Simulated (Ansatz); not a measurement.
Geometry optimisation, UKS B3LYP/def2-SVP (Ansatz).

input.yaml

```yaml
crystal:
  periodic: [false, false, false]
  atoms:
    - { symbol: B, position_ang: [0.0, 0.0, -0.087707] }
    - { symbol: H, position_ang: [0.0, 0.0, 1.11187] }
    - { symbol: H, position_ang: [1.051607, 0.0, -0.670931] }
    - { symbol: H, position_ang: [-1.051607, 0.0, -0.670931] }
    - { symbol: Cl, position_ang: [0.0, 0.0, 3.677698] }
magnetization:
  spin_polarized: true
  initial_magnetization: 1
basis:
  gaussian: { orbitals: def2-SVP }
hamiltonian:
  xc: b3lyp
relax:
  f_tol: 0.03
  max_steps: 50
output:
  orbitals: {}
```

Command:

```bash
$ ansatz run input.yaml --threads 1 --pin off --max-ram 2048MiB --backend cpu --events-out ev --progress --plain --runs-dir out
```

Where does it end, and by what steps?

It converged. After 5 steps the energy has fallen by 0.100 eV; Cl5 moved furthest, 0.54 Å.

```
step  energy less start (eV)  largest force component (eV/Å)  accepted
   0                  0.0000                           0.406       yes
   1                 -0.0080                           0.229       yes
   2                 -0.0472                           0.173       yes
   3                 -0.0847                           0.155       yes
   4                 -0.0914                           0.439       yes
   5                 -0.1004                           0.028       yes
```

```xyz
5
Properties=species:S:1:pos:R:3
B 0.000 0.000 0.020
H 0.000 0.000 1.274
H 1.066 0.000 -0.533
H -1.066 0.000 -0.533
Cl 0.000 0.000 3.133
```

Whether the end is a true minimum wasn't checked by a vibrational analysis.

Time of the run: 16 s on 1 thread of Arm Neoverse V1, on a shared host, peak memory 0.11 GiB.
